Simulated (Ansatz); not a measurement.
System: zinc-blende AlAs. Method: PBEsol in Ansatz (plane waves, PAW).

Total energies, extrapolated to zero smearing (they compare only within this program, potentials and cutoff; free atoms with spin allowed, lowest state found):

| system | energy (eV/atom) |
|---|---|
| zinc-blende AlAs, relaxed | -2669.2222 |
| free Al atom | -520.7368 |
| free As atom | -4809.6133 |

Work out the cohesive energy per atom.

E_coh = [1 × (-520.7368) + 1 × (-4809.6133)]/2 − (-2669.2222) = 4.05 eV/atom. The reference value is 3.82 eV/atom (measured, static lattice: zero-point vibration energy added, our sources range from 3.82 to 4.00; as tabulated in Mejia-Rodriguez and Trickey (2018), arXiv:1807.09216), a difference of +0.23 eV/atom.

The PAW data were made under PBE.

Ansatz is a program for electronic structure.
